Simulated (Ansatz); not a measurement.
**CHAl (singlet): from Hartree-Fock to the top rungs at a displaced geometry (v2), cc-pVTZ**

An exercise on one series of results from a longer session: the logs are not shown, and one member is left open.

The runs use Ansatz 0.2.0, Gaussian basis; cc-pVTZ, core rule «outside noble gas», up to 6 orbitals frozen.

Plan: UHF; CCSD(T) on RHF; CCSD(T) on UHF; BCCD(T) on RHF; CISD; CCSDT(Q) on RHF.

11 further runs of the same task are left out: 3 for a known fault of the program, 3 that didn't finish, 5 set aside as unsound or not needed.

### What is computed

The geometry is a PBE0/def2-TZVP stationary point (not a proven minimum) with its atoms shifted at random (size 0.100 Å).

3 atoms, charge 0, spin multiplicity 1.

Atoms are counted from 1 here; the program's logs count them from 0.

Bond lengths: Al1–C2 1.919 Å, Al1–H3 1.597 Å. Angles: C2–Al1–H3 171.9°.

Set-up of the first run:

in.yaml

```yaml
crystal:
  periodic: [false, false, false]
  atoms:
    - {symbol: Al, position_ang: [0.084376, 0.005225, 0.105804]}
    - {symbol: C, position_ang: [-0.080498, 0.013599, -1.806132]}
    - {symbol: H, position_ang: [-0.003878, -0.018825, 1.700328]}
basis:
  gaussian: {orbitals: cc-pVTZ}
magnetization: {spin_polarized: true, initial_magnetization: 0}
hamiltonian: {xc: hf}
output: {orbitals: {seedname: orbitals}}
```

The run is started by

```sh
$ ansatz run in.yaml --threads 1 --pin off --events-out ev --progress --plain --max-ram 2393MiB
```

Among the steps run: UHF; CCSD(T) on RHF; CCSD(T) on UHF; BCCD(T) on RHF; CISD; CCSDT(Q) on RHF.

One table of the session follows, with a row left open; its other results are not shown here.

| method | from RCCSDT(Q) (kcal/mol) |
| --- | --- |
| RHF | +156.18 |
| UHF | +127.67 |
| RMP2 | +32.73 |
| UMP2 | +17.81 |
| CISD | +24.78 |
| RCCSD | +12.99 |
| UCCSD | -1.22 |
| RCCSD(T) | +4.55 |
| UCCSD(T) | -9.19 |
| BCCD(T) | ? |
| RCCSDT | +2.39 |
| RCCSDT(Q) | 0 |

Estimate the missing values for BCCD(T).

As computed: from RCCSDT(Q) (kcal/mol): +4.66. In the column «from RCCSDT(Q) (kcal/mol)» it lies between RCCSD(T) (+4.55) and RCCSD (+12.99).

The program flags UCCSD(T) as in doubt (see the logs), so those rows may rest on another solution; read them beside their warnings.

Limits of these values: The determinant is far from a pure spin state, so its energy mixes those of several spin states (harmless only where they are near-degenerate, as at dissociation). The program flags UCCSD(T) as in doubt, so those rows may rest on another solution; read them beside their warnings. Warnings: restricted reference is unstable; spin contamination; coupled cluster took another determinant than the lowest; large T1 diagnostic. Restricted and unrestricted rows rest on different reference determinants; where their highest levels disagree by more than a few hundredths of an eV, they describe different states and don't form one ladder.
